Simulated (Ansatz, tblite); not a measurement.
**The cluster Li8+: a ladder of methods and basis sets**

An exercise on one series of results from a longer session: the logs are not shown, and one member is left open.

The runs use Ansatz 0.2.0, Gaussian basis; as each input shows.

The runs, in order: GFN1-xTB, GFN2-xTB, PBE/def2-TZVP, r2SCAN/def2-TZVP, r2SCANh/def2-TZVP, B2PLYP/def2-TZVP, ωB97M-V/def2-TZVP, HF/def2-TZVP, B3LYP/def2-TZVP, B97M-V/def2-TZVP, PBE-QIDH/def2-TZVP, PBE/def2-SVP, PBE0/def2-SVP, HF/6-31G, B3LYP/6-31G, CCSD(T)/def2-TZVPP, MP2/def2-TZVP, RPA/def2-TZVP.

1 further run of the same task is left out (set aside as unsound or not needed).

### The geometry

The doublet was relaxed beforehand with PBE/def2-TZVP. At that level it is the lowest of the isomers that a small search found.

8 atoms, charge 1, spin multiplicity 2.

Bond lengths: Li1–Li2 2.839 Å, Li2–Li3 2.778 Å, Li2–Li4 2.844 Å, Li2–Li5 2.906 Å, Li2–Li6 2.764 Å, Li2–Li7 2.647 Å, Li2–Li8 2.779 Å, Li3–Li5 3.040 Å, Li5–Li6 3.027 Å, Li5–Li7 2.996 Å, Li5–Li8 3.037 Å. Angles: Li1–Li2–Li3 134.6°, Li1–Li2–Li4 71.9°, Li1–Li2–Li5 119.8°, Li1–Li2–Li6 143.2°, Li1–Li2–Li7 68.2°, Li1–Li2–Li8 69.4°, Li3–Li2–Li4 69.2°, Li3–Li2–Li5 64.6°, Li3–Li2–Li6 81.7°, Li3–Li2–Li7 76.3°, Li3–Li2–Li8 128.7°, Li4–Li2–Li5 119.8°, Li4–Li2–Li6 141.4°, Li4–Li2–Li7 68.3°, Li4–Li2–Li8 135.0°, Li5–Li2–Li6 64.5°, Li5–Li2–Li7 65.1°, Li5–Li2–Li8 64.5° and more.

The ion is computed in the gas phase, without counter-ions or solvent.

PBE0/def2-TZVP was run before; its log isn't repeated, and its numbers join the tables.

Set-up of the first run:

Tight binding, by tblite at 300 K electronic temperature and without a spin-polarisation term:

```python
tblite.interface.Calculator('GFN1-xTB', numbers, positions, charge=1, uhf=1).singlepoint()
```

Tight binding, by tblite at 300 K electronic temperature and without a spin-polarisation term:

```python
tblite.interface.Calculator('GFN2-xTB', numbers, positions, charge=1, uhf=1).singlepoint()
```

start.molden holds the orbitals of an earlier run on this state, given as this run's starting guess.

Input file in.yaml:

```yaml
crystal:
  periodic: [false, false, false]
  atoms:
    - {symbol: Li, position_ang: [0.566905, 1.051922, 2.677700]}
    - {symbol: Li, position_ang: [-0.550917, -0.298557, 0.444042]}
    - {symbol: Li, position_ang: [-1.514842, 0.498842, -2.035920]}
    - {symbol: Li, position_ang: [-1.738146, 2.280906, 0.603217]}
    - {symbol: Li, position_ang: [1.135223, -0.976104, -1.824177]}
    - {symbol: Li, position_ang: [-0.969483, -2.804311, -0.644653]}
    - {symbol: Li, position_ang: [1.132783, 1.603864, -0.300455]}
    - {symbol: Li, position_ang: [1.938477, -1.356561, 1.080248]}
basis:
  gaussian: {orbitals: def2-TZVP, initial_orbitals: start.molden}
total_charge: 1
magnetization: {spin_polarized: true, initial_magnetization: 1}
hamiltonian: {xc: pbe}
scf: {omitted_lower_state_checks: [starts]}
output: {orbitals: {seedname: orbitals}}
```

Started as:

```sh
ansatz run in.yaml --threads 4 --pin off --events-out ev --progress --plain --max-ram 3916MiB
```

Steps of the session up to this table: PBE/def2-TZVP; r2SCAN/def2-TZVP; r2SCANh/def2-TZVP; B2PLYP/def2-TZVP; ωB97M-V/def2-TZVP; HF/def2-TZVP; B3LYP/def2-TZVP; B97M-V/def2-TZVP; PBE-QIDH/def2-TZVP; PBE/def2-SVP; PBE0/def2-SVP; HF/6-31G; B3LYP/6-31G; CCSD(T)/def2-TZVPP; MP2/def2-TZVP; RPA/def2-TZVP.

One table of the session follows, with a row left open; its other results are not shown here.

It belongs to the step «Levels side by side». 

| level | HOMO (eV) | LUMO (eV) | gap (eV) |
| --- | --- | --- | --- |
| HF/6-31G | -8.08 | -2.72 | 5.36 |
| HF/def2-TZVP | -8.12 | -2.78 | 5.35 |
| PBE/def2-SVP | -6.27 | -5.60 | 0.67 |
| PBE/def2-TZVP | -6.35 | -5.69 | 0.66 |
| r2SCAN/def2-TZVP | -6.44 | -5.30 | 1.14 |
| B97M-V/def2-TZVP | -6.17 | -5.76 | 0.42 |
| r2SCANh/def2-TZVP | -6.63 | -5.13 | 1.50 |
| B3LYP/6-31G | -6.55 | -5.18 | 1.36 |
| B3LYP/def2-TZVP | ? | ? | ? |
| PBE0/def2-SVP | -6.75 | -5.01 | 1.74 |
| PBE0/def2-TZVP | -6.84 | -5.12 | 1.72 |
| ωB97M-V/def2-TZVP | -7.70 | -4.17 | 3.53 |

Q: Estimate the row for B3LYP/def2-TZVP from the others.

As computed: HOMO (eV): -6.59; LUMO (eV): -5.25; gap (eV): 1.33. In the column «HOMO (eV)» it lies between r2SCANh/def2-TZVP (-6.63) and B3LYP/6-31G (-6.55).

Caveats from the session: Doubts: large T1 diagnostic, spin contamination. Notes on CCSD(T)/def2-TZVPP: large T1 diagnostic, spin contamination.
